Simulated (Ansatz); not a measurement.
Thallium, hcp: convergence with the k-point mesh

Computed with Ansatz, PBE, scalar-relativistic PAW, on the relaxed cell (a = 3.590 Å, c = 5.642 Å (c/a = 1.571); spin not included). Errors count from a run at 420 eV on a Γ-centred 17×17×9 mesh with Fermi-Dirac smearing of 0.1 eV, extrapolated to zero width. Fixed here: cutoff 420 eV, Fermi-Dirac width 0.1 eV. The SCF starts from atomic densities corrected by a trained network.

```csv
k-mesh,E(σ→0) error (meV/atom),P (GPa),SCF iterations
2×2×1,58.6,6.20,6
3×3×2,357.0,0.25,6
4×4×2,17.6,1.15,6
6×6×4,20.2,-0.08,6
8×8×5,13.9,0.18,6
11×11×6,-4.3,-0.02,6
15×15×8,0.5,-0.04,6
```

Problem. What does the run at 5×5×3 give (k-mesh)?

Solution. E(σ→0) error (meV/atom): 12.1; P (GPa): 0.08; SCF iterations: 6.

Within 5 meV/atom of the last row: from 11×11×6 on.
